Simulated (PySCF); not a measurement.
C4H8, charge +1, multiplicity 2. Atoms are numbered in the order given.

```xyz
12

C     -1.2771     0.0184    -0.6739
C      0.0000     0.0000     0.0573
C      1.2771    -0.0184    -0.6739
C      0.0000     0.0000     1.4854
H     -1.1868     0.4840    -1.6667
H     -1.5279    -1.0516    -0.8696
H     -2.1120     0.4371    -0.0951
H      1.5279     1.0516    -0.8696
H      2.1120    -0.4371    -0.0951
H      1.1868    -0.4840    -1.6667
H      0.9396     0.0344     2.0466
H     -0.9396    -0.0344     2.0466
```
Charge +1, spin multiplicity 2.

Coordinates come from a TPSSh-D3(BJ)/def2-SVP optimisation. The spin state was assumed, not searched.

All values below come from PBE/def2-TZVP (PySCF).

The molecule is in vacuum.

```json
{
 "total_energy": "-156.72556 hartree",
 "point_group": "C2",
 "α spin, highest occupied and lowest empty level": "-13.10 and -8.30 eV",
 "β spin, highest occupied and lowest empty level": "-14.65 and -11.68 eV",
 "dipole_moment_about_the_centre_of_nuclear_charge": "0.76 D",
 "mean_static_polarisability": "47.9 bohr³ (7.10 Å³)",
 "polarisability_principal_values": "33.0, 54.5, 56.3 bohr³",
 "⟨S²⟩": "0.752 (pure state 0.75)"
}
```
